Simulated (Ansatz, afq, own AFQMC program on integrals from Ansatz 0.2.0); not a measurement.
# Mo, septet in def2-SVP, levels against full CI

A free Mo atom.

Basis def2-SVP with its core potentials. Only valence electrons are correlated. Integrals, coupled cluster, full CI and functionals: Ansatz 0.2.0; the random walks run on the same integrals in our own AFQMC program. ph-AFQMC/CISD is guided by a CISD state made of CCSD amplitudes; releasing the constraint for a short imaginary time cuts its bias at the price of noise, slowly where states lie close. Free AFQMC starts from the CCSD state and is never constrained. Its projection time is finite, and what remains of the start isn't in its error. Error bars are statistical, one sigma. No spin–orbit coupling. The metal's outer-core s and p shells are frozen, which shifts wave-function levels against functionals.

Determinant: UHF, the one that the program's search chose, which needn't be the lowest solution.

Full CI on the same integrals is exact in this basis and with this determinant's frozen core.

Cautions: no spin-orbit coupling; outer-core shells of the metal frozen.

The T1 diagnostic is 0.0074. The weight of the determinant in the CISD state is 0.970 and the ⟨S²⟩ of the determinant is 12.002. The size of the correlated space is 6 electrons in 27 orbitals.

```
  level  correlation energy (eV)
    MP2                  -1.4357
   CCSD                  -1.6306
CCSD(T)                  -1.6537
```

(1) Estimate where full CI lies against CCSD(T) on the same integrals.

(1) 4.8 meV below CCSD(T).

Reference: full CI, correlation energy -1.658 eV. The released energy is read at 1.50 1/Eh (meV from the phaseless value at times in 1/Eh: -0.3 ± 0.6 at 0.24, -4 ± 4 at 0.50, -1.8 ± 0.5 at 1.00, -2.9 ± 0.6 at 1.50).

```csv
level,E − E(reference) (meV),share of correlation (%)
CCSD(T),4.8,99.71
CCSDT,0.2,99.99
CCSDT(Q),0.0,100.00
CCSDTQ,-0.1,100.01
ph-AFQMC/HF,33.4 ± 7.7,97.99
ph-AFQMC/CISD,4.5 ± 0.6,99.73
released AFQMC,1.6 ± 0.6,99.90
free AFQMC,0.2 ± 0.3,99.99
```

CCSDT and higher add their correlation energy to the determinant of the CCSD(T) run, since their own runs factorise the integrals more tightly (a shift of under 2 meV). Free projections are given only where their last times agree within the noise and don't stop above the reference; a slow remainder of the start can still hide under it. A walk keeps the symmetry of its determinant, which the program's search chose and which needn't be the lowest solution, so a lower state of the same spin and another symmetry isn't excluded. Released energies are given only where the last usable release times agree within the noise; a slower fall can still hide under it.
